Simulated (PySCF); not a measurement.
Cartesian coordinates (Å):
```xyz
4

Si     0.0007    -0.0015     0.3400
H      1.2527    -0.6784    -0.1190
H     -1.2147    -0.7452    -0.1139
H     -0.0388     1.4250    -0.1071
```
Charge 0, spin multiplicity 2.

Q: Give the total energy, highest occupied spin orbital and dipole moment at the level PBE-D3(BJ)/def2-TZVP run with PySCF.

A: 
* **total energy**: -291.0778 Ha
* **highest occupied spin orbital**: -5.32 eV
* **dipole moment**: 0.03 D
